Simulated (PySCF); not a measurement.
# Deprotonation sites of allyl chloride

System: allyl chloride, `C=CCCl` (C3H5Cl). Optimised structure (Å), atoms numbered from 1:
```
C     1.3938   -0.3249    0.0076
C     0.3182    0.4620   -0.0641
C    -1.0762   -0.0500   -0.1263
Cl   -2.0461    0.5173    1.2858
H     2.4035    0.0925    0.0315
H     1.3046   -1.4154    0.0437
H     0.4345    1.5517   -0.0863
H    -1.6071    0.3203   -1.0148
H    -1.1106   -1.1473   -0.1177
```

Energies: ωB97X-D3(BJ)/ma-def2-TZVP (PySCF, density fitting, integration grid level 2) on PBE0-D3(BJ)/ma-def2-SVP structures. The prefix ma- adds one diffuse s and one diffuse p function on all atoms but H. ωB97X-D3(BJ) is ωB97X-V with D3(BJ) in place of VV10. Zero-point and thermal terms (298.15 K, 1 bar) come from unscaled PBE0-D3(BJ)/ma-def2-SVP harmonic frequencies, with soft modes damped to free rotors in the entropy.

| site | product | ΔH(acid) / eV | ΔG(acid) / eV | gas share | above best in chloroform / eV |
| --- | --- | --- | --- | --- | --- |
| C3 (allylic carbon) | `C=C[CH-]Cl` | 16.59 | 16.24 | > 99.9 % | 0.000 |
| C1 (alkene carbon) | `[CH-]=CCCl` | 17.30 | 16.96 | < 0.1 % | 0.563 |

ΔH and ΔG refer to AH → A⁻ + H⁺ in the gas phase. Shares are Boltzmann weights among the listed products; an error of 10 kJ/mol changes a ratio about 56-fold. Sites whose products fell apart, merged with another or lost in a GFN2-xTB screen aren't listed. Values in solvent are IEF-PCM free energies relative to the most favourable product.

Of the listed sites C3 (allylic carbon) is favoured in the gas phase, 0.71 eV ahead of C1 in free energy.

In chloroform the product from C3 is solvated 1.76 eV more strongly than the parent (electrostatics only).

Vertical detachment energies of the anions: `C=C[CH-]Cl` 0.99 eV.

Measured values (NIST Chemistry WebBook, evaluated or the median of agreeing entries): deprotonation enthalpy (ΔH) 1580 kJ/mol (computed 1601, difference 20); gas-phase acidity (ΔG) 1550 kJ/mol (computed 1567, difference 18). These are compared with the most favourable site that keeps the skeleton.

Caveats: one E/Z form of each vinyl-type anion was tried, and another may lie lower; C2 is not listed: the run failed or kept an imaginary mode, or the ion rearranged or equalled another.

Differences come from unrounded values, so a last digit can differ from that of the printed terms.
